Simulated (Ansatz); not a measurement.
bcc Li was calculated with r²SCAN (Ansatz, an electronic-structure program, PAW).

Numerical settings: plane-wave cutoff 560 eV, 22×22×22 k mesh, Fermi–Dirac smearing 0.05 eV, scalar-relativistic PAW data made under PBE.

A third-order Birch–Murnaghan fit to the energies gives V0 = 21.015 Å³/atom, B0 = 13.1 GPa, B′ = 3.3.

```
V (Å³/atom)  P (GPa)
-----------  -------
19.750         0.898
20.171         0.573
20.591         0.276
21.011         0.003
21.431             ?
21.851             ?
22.272        -0.688
```

Problem. Estimate the withheld pressures from this fit; the answers are the runs' own values.

Solution. 
- 21.431, P (GPa): -0.248
- 21.851, P (GPa): -0.477

The formula P = (3/2) B0 (x^(7/3) − x^(5/3)) [1 + (3/4)(B′ − 4)(x^(2/3) − 1)] with x = V0/V meets the computed pressures within 0.01 GPa when these rounded values are put in.

Measured, for comparison: bulk modulus 13.8 GPa (corrected for temperature and zero-point phonon effects, our sources range from 13.1 to 13.9; as tabulated in Levämäki et al. (2014), arXiv:1402.3671); equilibrium volume per atom 20.51 Å³/atom (low-temperature or extrapolated to 0 K; zero-point anharmonic expansion removed; as tabulated in Csonka et al. (2009), arXiv:0903.4037). Computed (rounded) less measured: bulk modulus -5 % (0.0 % to -6 % over the range), equilibrium volume per atom +2.5 %.

Computed values are for the static lattice.

The result took very roughly 40 core-seconds.
